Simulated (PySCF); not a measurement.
**Löwdin shares of the frontier orbitals**

Species: C₄H₆FN.
Z-matrix (Å and degrees, PBE0-D3(BJ)/def2-SVP geometry), rows numbered from 1:
```
C 
C   1  1.3306
F   2  1.3407  1  120.76
C   2  1.4879  1  125.99  3   179.76
C   4  1.5019  2  115.75  1  -177.19
N   4  1.2729  2  117.96  1     2.65
H   1  1.0904  2  120.86  3     0.04
H   1  1.0896  2  118.20  3   179.89
H   5  1.1008  4  110.73  2   -58.14
H   5  1.0985  4  110.58  2  -179.27
H   5  1.1011  4  110.75  2    59.67
H   6  1.0232  4  110.29  2  -179.88
```

Computed with TDDFT CAM-B3LYP/def2-SVPD, vertical, gas phase, core orbitals frozen in the response in PySCF.

Kohn–Sham orbitals with the atoms that hold most of them (Löwdin shares over 4%, at most four atoms; ? is withheld):

| orbital | ε (eV) | atoms |
| --- | --- | --- |
| LUMO+2 | 2.03 | C1 30%, H7 14%, C2 10%, F3 10% |
| LUMO+1 | 1.26 | C5 29%, H10 11%, C4 11%, H11 8% |
| LUMO | -0.30 | N6 23%, C4 22%, C1 20%, C2 16% |
| HOMO | ? | ? |
| HOMO-1 | -9.41 | ? |
| HOMO-2 | -11.06 | N6 30%, C4 25%, C5 12%, C2 10% |
| HOMO-3 | -12.23 | C4 16%, C2 15%, C5 14%, C1 13% |

Task: Give the leading atoms of the HOMO-1.

Result: N6 (bonded to C and H) 61%; C4 (bonded to 2 C and N) 12%; C5 (bonded to C and 3 H) 9%; H12 (bonded to N) 8%. By element: nitrogen 61%, carbon 20% or more, hydrogen 8% or more.

Task: Which atoms hold the HOMO, and with what shares?

Result: C1 (bonded to C and 2 H) 33%; C2 (bonded to 2 C and F) 25%; N6 (bonded to C and H) 16%; F3 (bonded to C) 11%. By element: carbon 58% or more, nitrogen 16%, fluorine 11%.

Task: What is the HOMO energy, and the HOMO–LUMO gap?

Result: ε(HOMO) = -8.75 eV; the gap is 8.45 eV (0.3106 hartree).

Task: The HOMO–LUMO gap is 8.45 eV. Where does the response calculation put the lowest singlet, and from which orbitals?

Result: S1 is at 4.86 eV (f = 0.0010), 3.59 eV below the gap, made of HOMO-1→LUMO (96%). Its leading pair isn't HOMO and LUMO; the energies of that pair differ by 9.10 eV. Without the coupling terms of the response equations the lowest excitation would equal the gap.

Task: One configuration dominates each of S1, S2, S3, S4 and S5. Which, and how do the shares of the two leading atoms of either orbital change from the occupied to the empty one?

Result: 
- S1 (4.86 eV, f 0.0010), HOMO-1→LUMO (96%): N6 61% → 23%, C4 12% → 22%
- S2 (5.61 eV, f 0.221), HOMO→LUMO (98%): C1 33% → 20%, C2 25% → 16%, N6 16% → 23%, C4 at most 11% → 22%
- S3 (7.19 eV, f 0.013), HOMO→LUMO+1 (80%): C1 33% → at most 9%, C2 25% → at most 9%, C5 at most 11% → 29%, H10 at most 11% → 11%
- S4 (7.60 eV, f 0.033), HOMO-1→LUMO+1 (76%): N6 61% → at most 9%, C4 12% → 11%, C5 9% → 29%, H10 at most 8% → 11%
- S5 (7.67 eV, f 0.112), HOMO-2→LUMO (86%): N6 30% → 23%, C4 25% → 22%

One conformer stands for the species.
